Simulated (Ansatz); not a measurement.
Gas-phase electronic energies from Ansatz, PBE0-D4/def2-TZVP geometries. CCSD(T)/CBS adds triple-zeta CCSD(T) − MP2 to the extrapolated MP2 energy (def2 sets, frozen cores). This one scheme is used for every species. Functionals use def2-TZVPP. B3LYP here is the variant with VWN-RPA as its local correlation; programs differ in this. Each species was taken in one conformer, which may not be the lowest.

`NCC=C=O` + H₂O → `O=C=CO` + CH₃NH₂  (formal hydrolysis of a C–C bond)

```csv
level,ΔE (eV)
r2SCANh-D4,0.93
r2SCAN0-D4,0.95
CAM-B3LYP-D4,0.87
B3LYP,0.82
CCSD(T)/def2-SVP,0.80
MP2/def2-TZVPP,1.06
HF/def2-QZVPP,0.84
CCSD/CBS(def2),0.98
```

Problem. What does CCSD(T)/CBS give? (Estimate.)

Solution. Computed: +1.00 eV. The listed levels differ from it by -0.07, -0.05, -0.13, -0.18, -0.20, 0.06, -0.16, -0.02 eV.

Problem. What do rigid-rotor, harmonic-oscillator terms from PBE0-D4/def2-TZVP frequencies (298.15 K, 1 bar) make of the CCSD(T)/CBS value? (Estimate.)

Solution. The calculation gave: ΔZPE = +0.03 eV, ΔH = +1.01 eV, ΔS = 12 J/(mol·K), ΔG = +0.97 eV.

Largest T1 diagnostic among the species: 0.016.

From PBE to PBE0 (25 % exact exchange), in def2-TZVPP and without D4, ΔE moves by +0.04 eV. At CCSD(T), def2-SVP lies −0.20 eV from the extrapolated value and def2-TZVPP −0.05 eV.
